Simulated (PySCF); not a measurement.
Potential energy of AlP along the bond

Set-up: PySCF, no relativity, basis sets Al def2-SVPD, P def2-SVPD. Energies in eV from Al + P in their ground configurations at the same level. All curves are PBE0. state 1: ³Σ⁻ (triplet), unpaired electrons π ↑↑; state 2: ³Π (triplet), unpaired electrons σ ↑, π ↑, a second solution, started from another occupation; state 3: Ms = 0 determinant of mixed spin (⟨S²⟩ near 1.0), unpaired electrons σ ↓, π ↑, a second solution, started from another occupation; state 4: Ms = 0 determinant of mixed spin (⟨S²⟩ near 1.0), unpaired electrons π ↑↓, a mixture of terms (⟨Lz²⟩ = 2.0), a second solution, started from another occupation.

```json
{"R (Å)": "2.097", "state 1": "-1.686", "state 2": "-2.204", "state 3": "-2.091", "state 4": "-1.355"}
{"R (Å)": "2.194", "state 1": "-2.048", "state 2": "-2.299", "state 3": "-2.173", "state 4": "-1.719"}
{"R (Å)": "2.292", "state 1": "-2.246", "state 2": "-2.268", "state 3": "-2.124", "state 4": "-1.918"}
{"R (Å)": "2.365", "state 1": "-2.315", "state 2": "-2.189", "state 3": "-2.030", "state 4": "-1.988"}
{"R (Å)": "2.438", "state 1": "-2.333", "state 2": "-2.080", "state 3": "-1.905", "state 4": "-2.006"}
{"R (Å)": "2.511", "state 1": "-2.311", "state 2": "-1.951", "state 3": "-1.760", "state 4": "-1.985"}
{"R (Å)": "2.609", "state 1": "-2.237", "state 2": "-1.761", "state 3": "-1.547", "state 4": "-1.910"}
{"R (Å)": "2.731", "state 1": "-2.095", "state 2": "-1.512", "state 3": "-1.271", "state 4": "-1.765"}
{"R (Å)": "2.877", "state 1": "-1.882", "state 2": "-1.219", "state 3": "-0.944", "state 4": "-1.547"}
{"R (Å)": "3.072", "state 1": "-1.566", "state 2": "-0.873", "state 3": "-0.541", "state 4": "-1.221"}
```

Put a parabola through the three lowest points of the state 1 curve and estimate Re, k and ωe (reduced mass 14.42 u; 1 eV/Å² = 0.16022 mdyn/Å; ωe = 1302.8·√(k/μ) cm⁻¹).

Through R = 2.365, 2.438, 2.511 Å the second-order coefficient is 3.75 eV/Å², so Re ≈ 2.434 Å, k ≈ 1.20 mdyn/Å and ωe ≈ 376 cm⁻¹. A polynomial fit of higher order to the unrounded PBE0 energies gives Re = 2.432 Å, k = 1.20 mdyn/Å, ωe = 375 cm⁻¹; anharmonicity and rounding make the difference.

The higher-order fit for each curve: state 1: Re = 2.432 Å, ωe = 375 cm⁻¹, De = 2.33 eV; state 2: Re = 2.212 Å, ωe = 478 cm⁻¹, minimum 2.30 eV below the ground-state fragments; state 3: Re = 2.200 Å, ωe = 501 cm⁻¹, minimum 2.17 eV below the ground-state fragments; state 4: Re = 2.432 Å, ωe = 377 cm⁻¹, minimum 2.01 eV below the ground-state fragments.

⟨S²⟩ of the unrestricted solution departs from its pure value on part of the curve, where spin states mix. The state was picked by a PBE0 search and need not be the measured ground state.
